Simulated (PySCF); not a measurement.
Löwdin shares of the frontier orbitals

Species: trichlorofluoromethane, CCl₃F.
Numbering: `[F:1][C:2]([Cl:3])([Cl:4])[Cl:5]`

Cartesian coordinates in Å at the GFN2-xTB level; atoms count from 1:
```xyz
5
CCl3F angstrom
F      0.0603   -0.1410    1.3961
C      0.0046   -0.0063    0.0667
Cl    -0.4579    1.6606   -0.3126
Cl     1.6028   -0.3706   -0.6039
Cl    -1.2011   -1.1397   -0.5634
```

Method used: TDDFT B3LYP/def2-SVPD, vertical, gas phase, core orbitals frozen in the response in PySCF.

Kohn–Sham orbitals with the atoms that hold most of them (Löwdin shares over 4%, at most four atoms; ? is withheld):

```tsv
orbital	ε (eV)	atoms
LUMO+2	-0.46	C2 33%, Cl5 33%, Cl3 22%, Cl4 7%
LUMO+1	-0.46	Cl4 34%, C2 33%, Cl3 19%, Cl5 8%
LUMO	?	?
HOMO	-8.98	?
HOMO-1	-9.38	Cl5 42%, Cl4 41%, Cl3 10%, F1 4%
HOMO-2	-9.38	Cl3 52%, Cl4 21%, Cl5 20%, F1 4%
HOMO-3	-10.21	Cl3 39%, Cl4 23%, Cl5 22%, C2 12%
```

Q: Which atoms hold the HOMO, and with what shares?

A: Cl4 (bonded to C) 33%; Cl5 (bonded to C) 33%; Cl3 (bonded to C) 33%.

Q: Which atoms hold the LUMO, and with what shares?

A: Cl3 (bonded to C) 25%; Cl4 (bonded to C) 25%; Cl5 (bonded to C) 25%; C2 (bonded to 3 Cl and F) 24%. By element: chlorine 74%, carbon 24%.

Q: What is the LUMO energy, and the HOMO–LUMO gap?

A: ε(LUMO) = -1.70 eV; the gap is 7.28 eV (0.2676 hartree).

Within 0.005 eV of a neighbour in this list lie HOMO-2/HOMO-1 and LUMO+1/LUMO+2 (point group found: C3v); within a degenerate set the shares of single atoms can hang on how the components are chosen.

Q: The HOMO–LUMO gap is 7.28 eV. Where does the response calculation put the lowest singlet, and from which orbitals?

A: S1 is at 6.05 eV (f = 0.0000), 1.23 eV below the gap, made of HOMO→LUMO (99%). 

Next come S2 at 6.49 eV (f 0.012), HOMO-2/HOMO-1→LUMO (≥97%); S3 at 6.49 eV (f 0.012), HOMO-2/HOMO-1→LUMO (≥97%); S4 at 7.26 eV (f 0.021), HOMO→LUMO+1/LUMO+2 (≥40%), HOMO-3→LUMO (36%), HOMO-4→LUMO (12%); S5 at 7.26 eV (f 0.021), HOMO→LUMO+1/LUMO+2 (≥40%), HOMO-4→LUMO (36%), HOMO-3→LUMO (12%).

Orbitals of the list HOMO-3 to LUMO+2 that lie within 0.01 eV of each other are written together with a slash and their weights summed (≥ marks a lower bound); for degenerate orbitals outside that list single weights are arbitrary.

Löwdin shares depend on the basis, the more so with diffuse functions.

Time: 8.2 s of wall time. Hardware: an Arm Neoverse V2 with one thread, no GPU, shared host.
